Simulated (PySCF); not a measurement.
Structure elucidation problem

Molecular formula: C6H6. Simulated spectra:

$^{1}$H NMR (400 MHz, computed): δ 7.65 (s, 6H).

$^{13}$C{$^{1}$H} NMR (computed): δ 135.1 (CH).

Gas phase, equivalent nuclei averaged, no relativistic terms, single conformer. Geometry from PBE0-D3(BJ)/def2-TZVP; shielding tensors at B97-2/pcSseg-2 (GIAO); J couplings at B3LYP/pcJ-2 (without the spin–dipole term); PySCF 2.14.0 with density-fitted response routines.

δ = σ(ref) − σ, references computed at the same level: $^{1}$H and $^{13}$C vs TMS.

**Question.** What is the structure?

**Answer.** 
The formula gives 4 degrees of unsaturation (1 ring in the answer). 1 carbon signal for 6 carbons: some carbons are equivalent by symmetry or fast rotation. Carbon types of the structure: 6 × CH, which accounts for all hydrogens. δC 135.1: aromatic CH; the aromatic region. δH 7.65: hydrogen on an aromatic CH; aromatic region.

These data were computed for `c1ccccc1`.

The shifts were computed for this structure.

Shifts are as computed. Against solution values, carbons near 30 ppm lie about +3 ppm off and those near 130 ppm about +7 ppm. Of 1309 compounds with measured shifts, 239 miss one by over three times the rms of a fit or turn the order of signals round; such compounds aren't used in these exercises.
